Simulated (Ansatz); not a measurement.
**BSiH2 (quartet): from Hartree-Fock to the top rungs at distance Si1–B2 = 2.066 Å, 6-31G**

Aim: climb from Hartree-Fock through coupled cluster and multireference methods for BSiH2 (quartet) at one geometry and basis, and see what each rung misses.

Method: 6-31G, core rule «outside noble gas», up to 6 orbitals frozen; program: Ansatz 0.2.0, Gaussian basis.

To be run: UHF; CCSD(T) on ROHF; CCSD(T) on UHF; BCCD(T) on ROHF; CISD as a restricted active space (open shells left free, so some higher excitations enter); CCSDT(Q) on ROHF; CCSDT(Q) on UHF; CCSDTQ on ROHF; CCSDTQ on UHF; CASSCF and MRCISD+Q, 5 electrons in 5 orbitals; CASSCF and NEVPT2, 5 electrons in 5 orbitals; CASSCF and MRCISD+Q, 9 electrons in 10 orbitals; CASSCF and NEVPT2, 9 electrons in 10 orbitals; Full CI.

## 1. The system

The geometry derives from a PBE0/def2-TZVP stationary point (not a proven minimum). One bond is set to the value named and the two fragments are kept rigid.

4 atoms, charge 0, spin multiplicity 4.

Atoms are counted from 1 here; the program's logs count them from 0.

Bond lengths: Si1–B2 2.066 Å, Si1–H3 1.488 Å, Si1–H4 1.488 Å. Angles: B2–Si1–H3 125.4°, B2–Si1–H4 125.4°, H3–Si1–H4 109.2°.

As a file:

```csv
atom,x (Å),y (Å),z (Å)
Si1,0.0000,0.0000,0.5034
B2,0.0000,0.0000,-1.5626
H3,0.0000,1.2127,1.3660
H4,0.0000,-1.2127,1.3660
```

## 2. UHF

File in.yaml:

```yaml
crystal:
  periodic: [false, false, false]
  atoms:
    - {symbol: Si, position_ang: [0.000000, 0.000000, 0.503434]}
    - {symbol: B, position_ang: [0.000000, 0.000000, -1.562566]}
    - {symbol: H, position_ang: [0.000000, 1.212692, 1.366013]}
    - {symbol: H, position_ang: [0.000000, -1.212692, 1.366013]}
basis:
  gaussian: {orbitals: 6-31G}
magnetization: {spin_polarized: true, initial_magnetization: 3}
hamiltonian: {xc: hf}
output: {orbitals: {seedname: orbitals}}
```

On the command line:

```bash
$ ansatz run in.yaml --threads 1 --pin off --events-out ev --progress --plain --max-ram 4096MiB --backend cpu
```

The runs that follow: CCSD(T) on ROHF; CCSD(T) on UHF; BCCD(T) on ROHF; CISD as a restricted active space (open shells left free, so some higher excitations enter); CCSDT(Q) on ROHF; CCSDT(Q) on UHF; CCSDTQ on ROHF; CCSDTQ on UHF; CASSCF and MRCISD+Q, 5 electrons in 5 orbitals; CASSCF and NEVPT2, 5 electrons in 5 orbitals; CASSCF and MRCISD+Q, 9 electrons in 10 orbitals; CASSCF and NEVPT2, 9 electrons in 10 orbitals; Full CI.

Q: Predict the results of all the runs planned. Wanted: FCI from the RHF energy; RMP2 from FCI; UMP2 from FCI; RCCSD from FCI; RCCSD(T) from FCI; UCCSD(T) from FCI; RCCSDT(Q) from FCI; UCCSDT(Q) from FCI; NEVPT2 pair from FCI.

**Answer**, as computed:

| quantity | value |
| --- | --- |
| FCI from the ROHF energy | -2.7078 eV |
| RMP2 from FCI | +19.08 kcal/mol |
| UMP2 from FCI | +19.23 kcal/mol |
| RCCSD from FCI | +1.97 kcal/mol |
| RCCSD(T) from FCI | +0.62 kcal/mol |
| UCCSD(T) from FCI | +0.62 kcal/mol |
| RCCSDT(Q) from FCI | +0.03 kcal/mol |
| UCCSDT(Q) from FCI | +0.02 kcal/mol |
| NEVPT2 pair from FCI | +18.08 kcal/mol |
| MRCISD+Q pair from FCI | +0.13 kcal/mol |
| NEVPT2 valence from FCI | +5.62 kcal/mol |
| levels within 1 kcal/mol (43 meV) | RCCSD(T), UCCSD(T), BCCD(T), RCCSDT, UCCSDT, RCCSDT(Q), UCCSDT(Q), RCCSDTQ, UCCSDTQ, MRCISD+Q pair, MRCISD valence, MRCISD+Q valence |
| T1 diagnostic | 0.028 |
| effectively unpaired electrons | 3.04 |

**Reading.** RCCSD(T) lands +0.62 kcal/mol from the yardstick (1.0 % of the correlation energy). One determinant dominates. Of the multireference levels listed MRCISD+Q pair comes nearest in total energy (+0.13 kcal/mol), which doesn't show that its space is the better one. These misses are within one basis, not against nature; the frozen cores of restricted and unrestricted runs differ, which can shift their rows.

Levels on UHF freeze UHF's core orbitals, full CI those of ROHF, so the U rows can settle a little off it for that reason alone.

With open shells the CI space here admits some higher excitations, so it is larger than plain CISD.
